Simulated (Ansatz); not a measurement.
**Structure relaxation of Ag2Pt**

The calculation used Ansatz 0.2.0, DFT PBE, scalar-relativistic, plane waves, PAW. Cutoff 420 eV, Γ-centred k mesh, Gaussian smearing, no spin polarisation in the final step.

Ag2Pt was placed on the MoSi2 (C11b) structure type (I4/mmm, No. 139), with Pt in place of Mo, Ag in place of Si, at a guessed volume.

```xyz
3
Lattice="-1.7477 1.7477 4.2873 1.7477 -1.7477 4.2873 1.7477 1.7477 -4.2873" Properties=species:S:1:pos:R:3 pbc="T T T"
Ag    0.0000    0.0000    5.7021
Ag    0.0000    0.0000    2.8725
Pt    0.0000    0.0000    0.0000
```

Cell and atoms relax at zero pressure; the relaxation can't lower the symmetry of the start.

Formation energies are uncorrected and refer to the elements' standard structures at the same level.

Task: Describe the relaxed structure.

Result: It keeps I4/mmm (No. 139), but not the shape of the type it started on. Conventional cell: a = 2.846 Å, c = 12.498 Å. Ag has 8 Ag at 2.85–2.94 Å and 4 Pt at 2.87 Å; Pt has 4 Pt at 2.85 Å and 8 Ag at 2.87 Å.

```xyz
3
Lattice="-1.4232 1.4232 6.2490 1.4232 -1.4232 6.2490 1.4232 1.4232 -6.2490" Properties=species:S:1:pos:R:3 pbc="T T T"
Ag    0.0000    0.0000    8.2996
Ag    0.0000    0.0000    4.1984
Pt    0.0000    0.0000    0.0000
```

Task: What are its volume, energy, density and gap?

Result: The volume per atom is 16.88 Å³ and the density is 13.47 g/cm³. The energy over the elements is 0.01 eV/atom. The gap on the 18×18×18 mesh is 0 eV (a metal).

The final run used a 18×18×18 mesh on its 3-atom cell and 0.10 eV smearing. The k mesh leaves about 4 meV/atom of noise in metals. Spin–orbit coupling is left out. Symmetry constrained the relaxation, so the result can be a saddle point.

Cost: 2 runs of about 12 core-minutes in all, on Intel Xeon Platinum 8375C (Ice Lake) (shared hosts).